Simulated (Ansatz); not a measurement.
Basis-set extrapolation for AlClH3N, SMILES `[NH2][AlH][Cl]` (PBE0-D4/def2-TZVP geometry, frozen core, Ansatz 0.2.0). Multiplicity 1, RHF reference.

```json
{"": "HF", "def2-TZVPP": "-757.775320", "def2-QZVPP": "-757.798350"}
{"": "MP2 correlation", "def2-TZVPP": "-0.482632", "def2-QZVPP": "-0.524482"}
{"": "CCSD(T) correlation", "def2-TZVPP": "-0.534681", "def2-QZVPP": "not run"}
```

Energies in hartree. Use E(X) = E(∞) + A·exp(−7.88·√X) for Hartree–Fock and E(X) = E(∞) + B·X^(−2.97) for correlation, with X = 3 and 4, and add CCSD(T) minus MP2 of the smaller set to the MP2 limit.

**Question.** What is the CCSD(T) energy at the basis-set limit?

**Answer.** HF limit: -757.798350 + (-0.023030) × 0.13774 = -757.80152. MP2 limit: -0.524482 + (-0.041850) × 0.74074 = -0.55548. Higher-order term: -0.534681 − (-0.482632) = -0.05205. Total: -758.40905 hartree, 2.70 eV below CCSD(T)/def2-TZVPP.
